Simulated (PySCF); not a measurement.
**Spin-rotation constants: `[C@H]1(CN)[C@H]2C[C@@H]12`, C5H9N**

Molfile (atoms numbered from 1):
```
C5H9N
     RDKit          3D

 15 16  0  0  0  0  0  0  0  0999 V2000
   -2.1267   -0.4784   -0.6809 N   0  0  0  0  0  0  0  0  0  0  0  0
   -1.0042   -0.9434    0.1103 C   0  0  0  0  0  0  0  0  0  0  0  0
   -0.2449    0.1466    0.8419 C   0  0  1  0  0  0  0  0  0  0  0  0
    1.2157    0.1047    1.1545 C   0  0  2  0  0  0  0  0  0  0  0  0
    1.7740    0.1152   -0.2298 C   0  0  0  0  0  0  0  0  0  0  0  0
    0.7062    1.0826    0.1596 C   0  0  1  0  0  0  0  0  0  0  0  0
   -1.8004    0.2265   -1.3415 H   0  0  0  0  0  0  0  0  0  0  0  0
   -2.7998   -0.0006   -0.0830 H   0  0  0  0  0  0  0  0  0  0  0  0
   -0.3201   -1.5023   -0.5476 H   0  0  0  0  0  0  0  0  0  0  0  0
   -1.3704   -1.6784    0.8473 H   0  0  0  0  0  0  0  0  0  0  0  0
   -0.8510    0.6347    1.6211 H   0  0  0  0  0  0  0  0  0  0  0  0
    1.7240    0.2928    2.0994 H   0  0  0  0  0  0  0  0  0  0  0  0
    2.7832    0.5286   -0.3395 H   0  0  0  0  0  0  0  0  0  0  0  0
    1.5608   -0.7057   -0.9272 H   0  0  0  0  0  0  0  0  0  0  0  0
    0.7487    2.1705    0.1914 H   0  0  0  0  0  0  0  0  0  0  0  0
  1  2  1  0
  2  3  1  0
  3  4  1  0
  4  5  1  0
  5  6  1  0
  6  3  1  0
  6  4  1  0
  1  7  1  0
  1  8  1  0
  2  9  1  0
  2 10  1  0
  3 11  1  1
  4 12  1  1
  5 13  1  0
  5 14  1  0
  6 15  1  1
M  END
```

Method: GIAO HF/pcSseg-1 magnetisability, rotational g tensor and spin-rotation constants, non-relativistic, gas phase in PySCF 2.14.0. Geometry: PBE0-D3(BJ)/def2-SVP.

(1) Give the nuclear spin-rotation constants along the inertial axes (H = +C I·J) beside the isotropic shieldings.

(2) How do the rotational constants and the g tensor change when H7, H8, H9, H10, H11, H12, H13, H14, H15 are replaced by deuterium?

Answers

(1) Rotational constants 8.5879, 2.3781, 2.3154 GHz. A star marks the isotopologue with that one atom substituted, in its own axes.
| atom | isotope | Caa (kHz) | Cbb (kHz) | Ccc (kHz) | mean (kHz) | σ (ppm) |
| --- | --- | --- | --- | --- | --- | --- |
| N1 | 14N | 0.326 | 0.085 | 0.100 | 0.170 | 237.6 |
| H7 | 1H | -0.934 | -0.108 | -0.166 | -0.403 | 31.4 |
| H8 | 1H | -0.869 | -0.149 | -0.152 | -0.390 | 31.5 |
| H9 | 1H | -0.887 | -0.072 | -0.106 | -0.355 | 29.9 |
| H10 | 1H | -0.790 | -0.047 | -0.143 | -0.327 | 29.5 |
| H11 | 1H | -0.873 | -0.067 | -0.137 | -0.359 | 30.0 |
| H12 | 1H | -0.520 | -0.082 | -0.243 | -0.281 | 30.2 |
| H13 | 1H | 0.053 | -0.227 | -0.244 | -0.139 | 30.2 |
| H14 | 1H | -0.650 | -0.153 | -0.127 | -0.310 | 30.5 |
| H15 | 1H | -0.891 | -0.249 | 0.014 | -0.376 | 30.4 |
| C2 | 13C* | 1.347 | 0.399 | 0.342 | 0.696 | 157.5 |
| C3 | 13C* | 1.725 | 0.412 | 0.369 | 0.835 | 144.5 |
| C4 | 13C* | 0.603 | 0.294 | 0.276 | 0.391 | 192.4 |
| C5 | 13C* | 1.118 | 0.386 | 0.334 | 0.613 | 164.6 |

For the geometry as given, no vibrational averaging.

(2) Constants 6.3476, 2.0123, 1.9594 GHz; g 0.0321, 0.0022, -0.0003, against 0.0439, 0.0010, 0.0011 before.
